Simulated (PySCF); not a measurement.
**Bond length, frequency and bond energy of SH by level of theory**

State: ²Π (doublet), unpaired electrons π ↑. Set-up: PySCF, no relativity, basis sets H def2-SVPD, S def2-SVPD. De refers to H + S in their high-spin ground configurations, without counterpoise correction. The functionals are run spin-unrestricted. A positive dipole means H(−)S(+).

```json
{"Level": "UHF", "Re (Å)": "1.339", "ωe (cm⁻¹)": "2857", "De (eV)": "2.62", "μ (D)": "-0.90", "CPU s a point (SCF and correlation, without the integrals)": "0.078"}
{"Level": "UHF-MP2", "Re (Å)": "1.347", "ωe (cm⁻¹)": "2782", "De (eV)": "3.43", "μ (D)": "n/a", "CPU s a point (SCF and correlation, without the integrals)": "0.11"}
{"Level": "UHF-SCS-MP2", "Re (Å)": "1.349", "ωe (cm⁻¹)": "2764", "De (eV)": "3.49", "μ (D)": "n/a", "CPU s a point (SCF and correlation, without the integrals)": "n/a"}
{"Level": "UHF-CCSD", "Re (Å)": "1.352", "ωe (cm⁻¹)": "2726", "De (eV)": "3.49", "μ (D)": "n/a", "CPU s a point (SCF and correlation, without the integrals)": "n/a"}
{"Level": "UHF-CCSD(T)", "Re (Å)": "1.354", "ωe (cm⁻¹)": "2707", "De (eV)": "3.53", "μ (D)": "n/a", "CPU s a point (SCF and correlation, without the integrals)": "0.62"}
{"Level": "LDA", "Re (Å)": "1.369", "ωe (cm⁻¹)": "2606", "De (eV)": "4.29", "μ (D)": "-0.82", "CPU s a point (SCF and correlation, without the integrals)": "0.22"}
{"Level": "PBE", "Re (Å)": "1.367", "ωe (cm⁻¹)": "2614", "De (eV)": "3.79", "μ (D)": "-0.78", "CPU s a point (SCF and correlation, without the integrals)": "0.35"}
{"Level": "r²SCAN", "Re (Å)": "1.355", "ωe (cm⁻¹)": "2698", "De (eV)": "3.82", "μ (D)": "-0.85", "CPU s a point (SCF and correlation, without the integrals)": "0.48"}
{"Level": "TPSSh", "Re (Å)": "1.357", "ωe (cm⁻¹)": "2682", "De (eV)": "3.83", "μ (D)": "-0.82", "CPU s a point (SCF and correlation, without the integrals)": "0.62"}
{"Level": "PBE0", "Re (Å)": "1.355", "ωe (cm⁻¹)": "2713", "De (eV)": "3.73", "μ (D)": "-0.83", "CPU s a point (SCF and correlation, without the integrals)": "0.54"}
{"Level": "M06", "Re (Å)": "1.357", "ωe (cm⁻¹)": "2691", "De (eV)": "3.78", "μ (D)": "-0.80", "CPU s a point (SCF and correlation, without the integrals)": "0.48"}
{"Level": "CAM-B3LYP", "Re (Å)": "1.353", "ωe (cm⁻¹)": "2712", "De (eV)": "3.77", "μ (D)": "-0.82", "CPU s a point (SCF and correlation, without the integrals)": "0.54"}
```

**Question.** Which functional lies closest to UHF-CCSD(T) in De, which farthest, and by how much do they differ from it?

**Answer.** Closest is PBE0 (+0.1 pm in Re, +0.2 % in ωe, +0.20 eV in De against UHF-CCSD(T) in the same basis), farthest LDA (+1.5 pm in Re, -3.7 % in ωe, +0.76 eV in De). CCSD(T) converges more slowly with the basis than the functionals do and binds too weakly in this one, so the order can change at the basis-set limit.

**Question.** What does a quarter of exact exchange do here, going from PBE to PBE0?

**Answer.** PBE0 less PBE: -1.2 pm in Re, +3.8 % in ωe, -0.06 eV in De. Exact exchange removes part of the self-interaction that spreads semilocal densities, and in most molecules shortens and stiffens the bond and lowers De; so it does here.

**Question.** What does the gradient correction do here, going from LDA to PBE?

**Answer.** PBE less LDA: -0.2 pm in Re, +0.3 % in ωe, -0.50 eV in De. The gradient correction favours the more uneven density of free atoms, so it tends to lengthen bonds and takes away much of the overbinding of LDA; here Re and ωe go the other way.

Correlated steps freeze 5 core orbitals. Correlated levels converge slowly with the basis: in double zeta they bind strong bonds too weakly, by up to about 1 eV, and carry superposition errors of some tenths. Counting both spins, an empty level lies below a filled one in some of these solutions, because spin and occupation are held. The state is the lowest determinant that a PBE0 search found; another state may lie lower at other levels.

The whole job (state search and all levels along the bond) took about 0.91 min on 1 thread of Intel Xeon Platinum 8175M @ 2.50GHz (shared host), peak memory 0.4 GiB.
